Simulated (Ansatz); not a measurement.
Start from `NCOCF` and change one atom or group to get `OCF`.

Ansatz, PBE0-D4/def2-TZVP geometries, multiplicity 1. Each molecule was computed in one conformer, which needn't be the lowest.

```tsv
property	`NCOCF`
LUMO energy (ωB97M-V/def2-TZVPP) / eV	2.58
size of the dipole moment (ωB97M-V/def2-TZVPP) / D	1.60
HOMO–LUMO gap (B3LYP/def2-TZVPP) / eV	8.32
LUMO energy (B3LYP/def2-TZVPP) / eV	0.82
LUMO energy (PBE/def2-TZVPP) / eV	0.36
size of the dipole moment (PBE/def2-TZVPP) / D	1.55
```

Q: Give the same properties after the change, and the shifts. (An estimate is asked.)

A: Computed: 
| property | `OCF` | shift |
| --- | --- | --- |
| LUMO energy (ωB97M-V/def2-TZVPP) / eV | 2.43 | -0.15 |
| size of the dipole moment (ωB97M-V/def2-TZVPP) / D | 1.82 | 0.22 |
| HOMO–LUMO gap (B3LYP/def2-TZVPP) / eV | 9.45 | 1.13 |
| LUMO energy (B3LYP/def2-TZVPP) / eV | 0.56 | -0.26 |
| LUMO energy (PBE/def2-TZVPP) / eV | 0.09 | -0.27 |
| size of the dipole moment (PBE/def2-TZVPP) / D | 1.72 | 0.17 |

With PBE0 the HOMO falls by 1.37 eV and the LUMO falls by 0.21 eV, so the gap widens by about 1.16 eV. PBE moves the HOMO by -1.14 eV and ωB97M-V by -1.40 eV. Dipoles are sizes alone; their direction can turn.

B3LYP here is the variant with VWN-RPA as its local correlation; programs differ in this.
